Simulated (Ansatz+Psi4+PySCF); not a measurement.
doublet H₂F₂(+) in separate pieces: levels of theory in one basis

```yaml
atoms:
  - { symbol: F, position_ang: [0.0934, 0.0000, -3.0000] }
  - { symbol: H, position_ang: [-0.8405, 0.0000, -3.0000] }
  - { symbol: F, position_ang: [-0.0934, 0.0000, 3.0000] }
  - { symbol: H, position_ang: [0.8905, 0.0000, 3.0000] }
```

Basis set: cc-pVTZ (spherical functions). Frozen core: 2 orbitals. Correlation on ROHF uses semicanonical orbitals with singles. Charge 1, multiplicity 2.

Computed with Ansatz (development build ahead of 0.2.0) and Psi4 1.11; each method stands on the lowest determinant of its kind that the runs found.

| method | E − E(ROHF) (eV) | <S²> of the determinant |
| --- | --- | --- |
| ROHF | 0.00 | 0.75 |
| UHF | -0.14 | 0.75 |
| ROHF-MP2 | -13.11 | – |
| UHF-MP2 | -13.10 | 0.75 |

Caution for ROHF-MP2, UHF-MP2: MP2 on this radical cation hangs on the determinant chosen.
